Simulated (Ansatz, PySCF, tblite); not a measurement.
Potential energy curve for Na₂, singlet.

Computed with: GFN2-xTB, 300 K electronic temperature (tblite); RKS-B3LYP/6-31G* = restricted B3LYP/6-31G*, spherical d (PySCF); UCCSD = CCSD on UHF/cc-pVTZ, frozen core (Ansatz, a program for electronic structure); RKS-PBE0 = restricted PBE0/cc-pVTZ run with Ansatz; UKS-B3LYP/6-311+G** = unrestricted B3LYP/6-311+G**, spherical d in PySCF.

Energies are in kcal/mol, each relative to the lowest point of its own curve near equilibrium.

```json
[
 {"R / Å": "2.50", "GFN2-xTB": "2.4", "RKS-B3LYP/6-31G*": "4.8", "UCCSD": "7.7", "RKS-PBE0": "6.1", "UKS-B3LYP/6-311+G**": "5.4"},
 {"R / Å": "2.65", "GFN2-xTB": "0.2", "RKS-B3LYP/6-31G*": "2.3", "UCCSD": "4.3", "RKS-PBE0": "3.1", "UKS-B3LYP/6-311+G**": "2.6"},
 {"R / Å": "2.78", "GFN2-xTB": "0.0", "RKS-B3LYP/6-31G*": "1.0", "UCCSD": "2.2", "RKS-PBE0": "1.4", "UKS-B3LYP/6-311+G**": "1.1"},
 {"R / Å": "2.93", "GFN2-xTB": "1.0", "RKS-B3LYP/6-31G*": "0.1", "UCCSD": "0.8", "RKS-PBE0": "0.3", "UKS-B3LYP/6-311+G**": "0.2"},
 {"R / Å": "3.01", "GFN2-xTB": "1.8", "RKS-B3LYP/6-31G*": "0.0", "UCCSD": "0.3", "RKS-PBE0": "0.1", "UKS-B3LYP/6-311+G**": "0.0"},
 {"R / Å": "3.10", "GFN2-xTB": "3.0", "RKS-B3LYP/6-31G*": "0.0", "UCCSD": "0.1", "RKS-PBE0": "0.0", "UKS-B3LYP/6-311+G**": "0.0"},
 {"R / Å": "3.16", "GFN2-xTB": "3.8", "RKS-B3LYP/6-31G*": "0.2", "UCCSD": "0.0", "RKS-PBE0": "0.1", "UKS-B3LYP/6-311+G**": "0.1"},
 {"R / Å": "3.29", "GFN2-xTB": "5.7", "RKS-B3LYP/6-31G*": "0.7", "UCCSD": "0.1", "RKS-PBE0": "0.4", "UKS-B3LYP/6-311+G**": "0.6"},
 {"R / Å": "3.45", "GFN2-xTB": "8.3", "RKS-B3LYP/6-31G*": "1.6", "UCCSD": "0.7", "RKS-PBE0": "1.3", "UKS-B3LYP/6-311+G**": "1.5"},
 {"R / Å": "3.52", "GFN2-xTB": "9.5", "RKS-B3LYP/6-31G*": "2.1", "UCCSD": "1.1", "RKS-PBE0": "1.8", "UKS-B3LYP/6-311+G**": "2.1"},
 {"R / Å": "3.81", "GFN2-xTB": "13.5", "RKS-B3LYP/6-31G*": "4.6", "UCCSD": "3.0", "RKS-PBE0": "4.2", "UKS-B3LYP/6-311+G**": "4.5"},
 {"R / Å": "4.14", "GFN2-xTB": "17.7", "RKS-B3LYP/6-31G*": "7.8", "UCCSD": "5.7", "RKS-PBE0": "7.5", "UKS-B3LYP/6-311+G**": "7.8"},
 {"R / Å": "4.61", "GFN2-xTB": "24.9", "RKS-B3LYP/6-31G*": "12.4", "UCCSD": "9.3", "RKS-PBE0": "12.4", "UKS-B3LYP/6-311+G**": "11.5"},
 {"R / Å": "5.09", "GFN2-xTB": "31.3", "RKS-B3LYP/6-31G*": "16.5", "UCCSD": "12.2", "RKS-PBE0": "17.0", "UKS-B3LYP/6-311+G**": "13.9"},
 {"R / Å": "5.70", "GFN2-xTB": "37.6", "RKS-B3LYP/6-31G*": "20.7", "UCCSD": "14.4", "RKS-PBE0": "21.8", "UKS-B3LYP/6-311+G**": "15.5"},
 {"R / Å": "6.26", "GFN2-xTB": "41.7", "RKS-B3LYP/6-31G*": "23.6", "UCCSD": "15.5", "RKS-PBE0": "25.4", "UKS-B3LYP/6-311+G**": "16.3"},
 {"R / Å": "6.77", "GFN2-xTB": "44.2", "RKS-B3LYP/6-31G*": "25.6", "UCCSD": "15.9", "RKS-PBE0": "27.9", "UKS-B3LYP/6-311+G**": "16.6"},
 {"R / Å": "7.46", "GFN2-xTB": "46.4", "RKS-B3LYP/6-31G*": "27.5", "UCCSD": "16.2", "RKS-PBE0": "30.3", "UKS-B3LYP/6-311+G**": "16.8"},
 {"R / Å": "8.31", "GFN2-xTB": "48.0", "RKS-B3LYP/6-31G*": "29.1", "UCCSD": "16.4", "RKS-PBE0": "32.3", "UKS-B3LYP/6-311+G**": "16.9"},
 {"R / Å": "9.24", "GFN2-xTB": "48.9", "RKS-B3LYP/6-31G*": "30.1", "UCCSD": "16.4", "RKS-PBE0": "33.6", "UKS-B3LYP/6-311+G**": "16.9"}
]
```

At the longest distance, 9.24 Å, GFN2-xTB lies highest above its minimum (48.9 kcal/mol) and UCCSD lowest (16.4 kcal/mol).

The restricted form behind RKS-B3LYP/6-31G*, RKS-PBE0 keeps the bonding electrons paired and can't separate into open-shell fragments. The unrestricted determinant behind UCCSD is spin-contaminated at 2.50 to 9.24 Å (<S²> up to 1.0, against 0.00 for a pure singlet). With two correlated electrons CCSD is exact in the basis where it finds the lowest root (UCCSD). The unrestricted determinant behind UKS-B3LYP/6-311+G** is spin-contaminated at 4.14 to 9.24 Å (<S²> up to 1.0, against 0.00 for a pure singlet).
